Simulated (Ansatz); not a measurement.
Results of PBEsol-D3(BJ) (Ansatz, a program for electronic structure, plane waves, PAW) for PbO (Pbcm, No. 57).

Settings: plane-wave cutoff 520 eV, 8×6×6 k mesh (along the axes of the cell as run), Fermi–Dirac smearing 0.01 eV, scalar-relativistic PAW data made under PBE.

Properties against volume:

Shape and atoms are relaxed at each volume.

```
V (Å³/atom)  P (GPa)  direct gap at Γ (eV)  smallest gap on the k mesh (eV)
-----------  -------  --------------------  -------------------------------
17.040          1.74                 3.722                            1.819
17.395          0.79                 3.662                            1.861
17.750          0.01                 3.604                            1.904
18.105         -0.64                 3.538                            1.948
18.460         -1.17                 3.474                            1.974
```

The fundamental gap (1.90 eV at the equilibrium volume, with added k points) lies elsewhere than Γ–Γ.

Note: the volume lies 8 % below that of the published cell; the bulk modulus comes from volumes at which shape and atoms were relaxed.

Spin–orbit coupling is not included; with these elements it can move the gap by several tenths of an eV or more.
